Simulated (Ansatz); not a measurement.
Relaxation of C3H6FNS (12 atoms, charge 0, multiplicity 1), to a largest force component of 0.015 eV/Å in at most 40 steps.

Computed with RKS r2SCAN-D4/def2-SVP (Ansatz 0.2.0).

```xyz
12
Properties=species:S:1:pos:R:3:forces:R:3
C 0.249 -0.826 1.292 -1.29 2.88 0.97
C 0.752 0.195 0.259 0.09 -1.50 0.01
F -0.366 0.689 -0.334 -1.35 0.67 -0.90
C 1.518 1.329 0.804 1.85 3.09 2.78
N 0.782 2.363 1.431 0.92 -2.98 -1.75
S 3.214 1.387 0.944 -1.58 -0.50 -0.46
H 1.046 -1.264 1.826 1.26 -0.77 0.85
H -0.336 -1.557 0.783 -0.60 -0.90 -0.59
H -0.449 -0.265 2.045 1.15 -0.92 -1.15
H 1.357 -0.334 -0.511 0.00 0.27 0.20
H 1.275 3.152 1.804 0.31 0.36 0.07
H -0.192 2.407 1.207 -0.75 0.29 -0.05
```

Where does it end, and by what steps?

The forces met the threshold. After 12 steps the energy has fallen by 0.549 eV; S6 moved furthest, 0.70 Å.

```
step  energy less start (eV)  largest force component (eV/Å)  accepted
   0                  0.0000                           3.089       yes
   1                 -0.3886                           2.064       yes
   2                 -0.4752                           0.602       yes
   3                 -0.5086                           0.159       yes
   4                 -0.5255                           0.139       yes
   5                 -0.5369                           0.373       yes
   6                 -0.5167                           0.581        no
   7                 -0.5452                           0.139       yes
   8                 -0.5453                           0.082       yes
   9                 -0.5478                           0.053       yes
  10                 -0.5487                           0.034       yes
  11                 -0.5488                           0.020       yes
  12                 -0.5488                           0.013       yes
```

```xyz
12
Properties=species:S:1:pos:R:3
C 0.342 -0.918 1.272
C 0.618 0.257 0.360
F -0.609 0.803 -0.049
C 1.461 1.340 1.020
N 0.835 2.516 1.148
S 3.009 1.031 1.510
H 1.291 -1.374 1.582
H -0.270 -1.663 0.742
H -0.199 -0.579 2.168
H 1.147 -0.066 -0.553
H 1.334 3.296 1.561
H -0.108 2.630 0.789
```

Time of the run: 49 s on 2 threads of AMD EPYC 7R43 64-Core Processor (Zen 3), with other jobs on the host, peak memory 0.19 GiB.
